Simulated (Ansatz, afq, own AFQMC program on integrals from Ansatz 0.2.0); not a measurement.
**Atomization energy of AlBH, doublet**

```xyz
3

B     0.0000   -0.0920    0.3143
Al    0.0000   -0.0334   -1.8050
H     0.0000    0.1253    1.4907
```

Connectivity, by distances: BH–Al.

Atoms in their ground-state spins without spin–orbit coupling (mostly on UHF) minus the molecule (UHF), without zero-point energy. The geometry is a stationary point, not shown to be a minimum.

Basis cc-pVDZ. Only valence electrons are correlated. Ansatz 0.2.0 and our own AFQMC program on the same integrals; the CISD trial comes from CCSD amplitudes, and released means the phaseless constraint is let go. ± is one standard error of the sampling. The errors of all members are added in quadrature.

No full CI on the walks' own integrals is used here; CCSDTQ serves as the reference and is uncertain by about the last step of the cluster series. Each member takes its own surest rung, up to full CI.

The best estimate is CCSD(T) at the basis-set limit (CBS: def2-TZVPP and def2-QZVPP, with their diffuse functions for anions and beside diffuse sets, CCSD(T) itself extrapolated) plus the step from CCSD(T) to CCSDTQ in cc-pVDZ. Rows without CBS are in cc-pVDZ, the functionals in def2-TZVP; B2PLYP and the wave-function rows carry a basis error of their own. Core correlation and relativity beyond core potentials are missing, and ± holds the sampling alone.

Cautions: AlBH (doublet): an unrestricted solution with more broken spin lies lower, raised T1 diagnostic (T1 0.046, weight of the determinant 0.85, largest double 0.09), unrestricted determinant spin contaminated (⟨S²⟩ 0.85 against 0.75), the released energies are still falling, so no released level is given (meV from the phaseless value at times in 1/Eh: -5.5 ± 2.2 at 0.24, -9.9 ± 2.4 at 0.51, -12.5 ± 2.3 at 0.99, -17 ± 3 at 1.62, -20.3 ± 2.3 at 2.40), though the last usable value meets CCSDTQ within the noise, its ph-AFQMC/CISD value lies 21 ± 3 meV above CCSDTQ.

| level | atomization energy (kJ/mol) |
| --- | --- |
| MP2 | 512.6 |
| wB97M-V | 581.6 |
| HF | 429.5 |

Question: From these cheaper values, estimate the atomization energy at the level of the best estimate.

Answer: 571.0 kJ/mol (best estimate, highest rung CCSDTQ).

```
                  level  atomization energy (kJ/mol)  error against the best estimate (kJ/mol)
                   CCSD                        508.0                                     -63.0
                CCSD(T)                        513.7                                     -57.2
          ph-AFQMC/CISD                  514.3 ± 0.3                               -56.7 ± 0.3
                 HF/CBS                        444.0                                    -127.0
                MP2/CBS                        563.0                                      -7.9
            CCSD(T)/CBS                        569.0                                      -2.0
surest rungs in cc-pVDZ                        515.7                                     -55.3
```

Correlation beyond CCSD(T) adds 2.0 kJ/mol. Going to the basis-set limit adds 55.3 kJ/mol at CCSD(T). The perturbative (T) step is worth +5.7 kJ/mol. Where the cautions show a poor determinant, the low rows tell how each method copes with it, not its usual error.

Best estimates are given only where the step beyond CCSD(T) is under 0.3 eV and no member's determinant is very poor (T1 over 0.05, or 0.07 for open shells, ⟨S²⟩ too high by 0.3, two states mixed), so the hardest cases are missing from such tables.

The functionals ran in a triple-zeta set and keep a basis error of their own, a few kJ/mol for each bond in atomization energies and more for double hybrids, so close places among them and the extrapolated levels can swap.

Each member of a difference takes its own highest rung, so a best estimate needn't equal the limit plus the step of one row. A walk keeps the symmetry of its determinant, which the program's search chose and which needn't be the lowest solution, so a lower state of the same spin and another symmetry isn't excluded.
